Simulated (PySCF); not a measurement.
Gas-phase reaction: 3 SiH2 = SiH4 + 2 SiH

Method: PySCF energies plus ideal-gas RRHO corrections (1 bar). 'Table' is the NASA 1993 thermochemical table (part measured, part estimated). † marks an energy on the PBE0/def2-TZVP geometry and frequencies; other levels use their own. MP2 freezes the core. Open shells (unrestricted): SiH (multiplicity 2); the rest are closed-shell singlets. Spin-orbit splitting is ignored; it lowers the true energy and changes the entropy of SiH. B3LYP is the form with VWN-RPA correlation. For this reaction the table lies outside the span of B3LYP, CCSD(T), M06-2X, MP2, PBE0, r2SCAN, ωB97M-V, ωB97X-V in their largest bases here; which side is off was not settled. MP2 isn't extrapolated to the basis-set limit. The table's entry may be an old estimate for SiH2, SiH (not checked at source).

```json
[
 {"level": "table", "ΔH°(298 K), kJ": "51.6"},
 {"level": "B3LYP/def2-TZVP†", "ΔH°(298 K), kJ": "(withheld)"},
 {"level": "MP2/def2-SVP†", "ΔH°(298 K), kJ": "-63.0"},
 {"level": "PBE/def2-SVP", "ΔH°(298 K), kJ": "-44.8"},
 {"level": "PBE/def2-TZVP†", "ΔH°(298 K), kJ": "-43.8"},
 {"level": "PBE0/def2-QZVP†", "ΔH°(298 K), kJ": "(withheld)"},
 {"level": "PBE0/def2-TZVP", "ΔH°(298 K), kJ": "(withheld)"}
]
```

Problem. Complete the blanks.

Solution. 
- B3LYP/def2-TZVP†, ΔH°(298 K), kJ: -40.1
- PBE0/def2-QZVP†, ΔH°(298 K), kJ: -56.5
- PBE0/def2-TZVP, ΔH°(298 K), kJ: -56.1
